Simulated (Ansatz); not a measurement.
# C₄H₆F₂: up Jacob's ladder to CCSD(T)

The task here is to estimate one member of a computed series from the others.

Method: functionals in def2-TZVPP, the program's frozen cores in correlated methods; program: Ansatz 0.2.0, Gaussian basis.

The runs, in order: PBE-D4, r2SCAN-D4, PBE0-D4, B3LYP-D4, ωB97X-V, ωB97M-V, B2PLYP; CCSD(T)/def2-TZVPP; MP2/def2-QZVPP; extrapolation to the limit.

## Structure used throughout

An earlier PBE0-D4 in a triple-zeta def2 set relaxation fixed the geometry.

12 atoms, charge 0, spin multiplicity 1.

Atoms are counted from 1 here; the program's logs count them from 0.

Bond lengths: C1–C2 1.525 Å, C1–H7 1.091 Å, C1–H8 1.092 Å, C1–H9 1.091 Å, C2–C3 1.480 Å, C2–H10 1.096 Å, C2–H11 1.091 Å, C3–F4 1.347 Å, C3–C5 1.323 Å, C5–F6 1.340 Å, C5–H12 1.082 Å. Angles: C2–C1–H7 110.5°, C2–C1–H8 110.9°, C2–C1–H9 111.0°, H7–C1–H8 108.2°, H7–C1–H9 108.0°, H8–C1–H9 108.1°, C1–C2–C3 112.8°, C1–C2–H10 109.8°, C1–C2–H11 110.8°, C3–C2–H10 108.1°, C3–C2–H11 108.1°, H10–C2–H11 107.1°, C2–C3–F4 114.5°, C2–C3–C5 128.5°, F4–C3–C5 117.0°, C3–C5–F6 121.0°, C3–C5–H12 124.6°, F6–C5–H12 114.5°.

The first run:

File in.yaml:

```yaml
crystal:
  periodic: [false, false, false]
  atoms:
    - {symbol: C, position_ang: [0.042494, -0.780123, -1.428537]}
    - {symbol: C, position_ang: [0.714246, -0.161384, -0.206690]}
    - {symbol: C, position_ang: [-0.221486, 0.037123, 0.922562]}
    - {symbol: F, position_ang: [-0.753686, -1.098468, 1.413895]}
    - {symbol: C, position_ang: [-0.597528, 1.171110, 1.491073]}
    - {symbol: F, position_ang: [-0.120720, 2.347756, 1.063752]}
    - {symbol: H, position_ang: [0.772185, -0.943485, -2.223621]}
    - {symbol: H, position_ang: [-0.741751, -0.125857, -1.814567]}
    - {symbol: H, position_ang: [-0.409359, -1.742231, -1.181840]}
    - {symbol: H, position_ang: [1.529861, -0.808382, 0.136105]}
    - {symbol: H, position_ang: [1.154483, 0.805858, -0.455686]}
    - {symbol: H, position_ang: [-1.291839, 1.242683, 2.317555]}
basis:
  gaussian: {orbitals: def2-TZVPP}
hamiltonian: {xc: pbe, dispersion: d4}
output: {forces: true, orbitals: {seedname: orbitals}}
```

Launch:

```bash
ansatz run in.yaml --threads 4 --pin off --events-out ev --progress --plain --max-ram 10444MiB
```

Steps of the session up to this table: PBE-D4 (GGA); r2SCAN-D4 (meta-GGA); PBE0-D4 (hybrid); B3LYP-D4 (hybrid); ωB97X-V (range-separated); ωB97M-V (range-separated); B2PLYP (double hybrid); CCSD(T) in def2-TZVPP; MP2 in def2-QZVPP.

One of the session's tables, all rows but one given; the rest of the session is left out.

```
            method  atomisation energy (kJ/mol)
            PBE-D4                       5057.9
         r2SCAN-D4                       4922.8
           PBE0-D4                       4944.1
          B3LYP-D4                       4900.5
           ωB97X-V                       4906.3
           ωB97M-V                       4915.1
            B2PLYP                       4855.6
     HF/def2-TZVPP                            ?
    MP2/def2-TZVPP                       4882.9
   CCSD/def2-TZVPP                       4699.5
CCSD(T)/def2-TZVPP                       4777.3
           MP2/CBS                       4997.7
       CCSD(T)/CBS                       4892.1
```

Q: Estimate the row for HF/def2-TZVPP from the others.

**Answer.** atomisation energy (kJ/mol): 3577.9. In the column «atomisation energy (kJ/mol)» it is the lowest.
